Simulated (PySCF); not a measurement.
Compound: isobutyric acid, C4H8O2.
Cartesian coordinates in Å at the PBE0-D3(BJ)/def2-TZVP level; atoms count from 1:
```xyz
14
C4H8O2 angstrom
C     -1.4874    0.5061    0.2056
C     -0.1490    0.0818   -0.3698
C      0.0637   -1.4296   -0.2640
C      0.9865    0.7728    0.3413
O      0.9588    1.1996    1.4639
O      2.0925    0.8349   -0.4231
H     -2.2975   -0.0228   -0.3007
H     -1.6515    1.5786    0.0888
H     -1.5350    0.2775    1.2714
H     -0.0836    0.3630   -1.4253
H      1.0183   -1.7307   -0.6983
H     -0.7346   -1.9545   -0.7924
H      0.0428   -1.7461    0.7816
H      2.7785    1.2482    0.1198
```

All values: wB97X-D/pcSseg-2 (PySCF, non-relativistic), on one gas-phase PBE0-D3(BJ)/def2-TZVP geometry that isn't relaxed in the solvent. The solvent is an IEF-PCM continuum (van der Waals radii × 1.2). Specific hydrogen bonds and non-electrostatic terms are outside this model.

Gas phase at wB97X-D/pcSseg-2: HOMO -9.95 eV, LUMO 2.02 eV, dipole 1.75 D.

Problem. What does the continuum do to the energy, the frontier levels and the dipole at wB97X-D/pcSseg-2 in chloroform?

Solution. 
| solvent | ε | E(solvent) − E(gas) (kJ/mol) | polarisation term (kJ/mol) | distortion of the solute (kJ/mol) | HOMO (eV) | LUMO (eV) | dipole (D) |
| --- | --- | --- | --- | --- | --- | --- | --- |
| chloroform | 4.711 | -19.56 | -21.33 | 1.77 | -10.04 | 2.04 | 2.16 |

The polarisation term is half the interaction of the solute with the surface charges that it induces; the rest is the cost of distorting the solute's density. The sum is the electrostatic part of solvation alone.

Problem. Which radius a makes the point-dipole formula ΔE = −[(ε − 1)/(2ε + 1)]·μ²/a³ give the value in chloroform, with the gas-phase dipole?

Solution. μ = 0.688 au and |ΔE| = 0.00745 Eh give a = 1.50 Å; the farthest nucleus lies 3.05 Å from the centroid of the nuclei, so such a sphere wouldn't even hold the nuclei. The formula assumes a rigid point dipole at the centre of a sphere.

Problem. Give the dipole vector in the frame of the coordinates (D, pointing from negative to positive charge), gas and chloroform.

Solution. Gas (0.06, -0.77, -1.57), solvent (0.10, -0.93, -1.95). Its length changes by +23 % and its direction by 1°.

wB97X-D is run here without its empirical dispersion term; that term would change no orbital, density or response property at a fixed geometry.
